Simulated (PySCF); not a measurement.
# How methods differ on the ionisation energy of B

B [He] 2s2 2p1 (2P) → B⁺ [He] 2s2 (1S), as a difference of total energies. Computed with PySCF 2.14 in aug-cc-pVQZ with one added diffuse shell each of s, p, d, f, g type (7s6p5d4f3g, 105 functions), with the non-relativistic Hamiltonian (point nucleus). Correlated levels: valence: 1s2 frozen. The calculations carry no spin-orbit coupling.

**Question.** Order these methods by the ionisation energy they give, lowest first.
A. PBE
B. HSE06
C. B97-3
D. r2SCAN

**Answer.** C (8.572 eV), B (8.653 eV), A (8.673 eV), D (8.770 eV).

Errors of the correlated levels include the incompleteness of this basis and the frozen core.

For comparison: 8.297 eV (measured; NIST levels, between the centres of gravity of the two terms).
